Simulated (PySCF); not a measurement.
## Name the molecule from its bond curve

A diatomic of charge -1 contains Al. Its singlet curve at PBE in a triple-zeta basis (no relativity, PySCF), in eV from the separated fragments:

(R (Å), E (eV)): (1.410, -4.757), (1.476, -5.592), (1.542, -6.072), (1.591, -6.260), (1.640, -6.338), (1.689, -6.330), (1.755, -6.222), (1.837, -5.978), (1.935, -5.591), (2.066, -4.999)

The fit gives ωe = 924 cm⁻¹ and the rotational constant Bₑ = 0.6098 cm⁻¹.

**Question.** Which atom is the partner?

**Answer.** The minimum lies at 1.659 Å, so the reduced mass is 16.8576 u Å² cm⁻¹/(Bₑ·Re²) = 10.04 u. With Al at 26.98 u the partner weighs about 16.0 u: O. The molecule is AlO⁻.

The highest Kohn–Sham level is positive in this anion. Much of that is self-interaction error, but it also means that the finite basis helps to hold the extra electron.
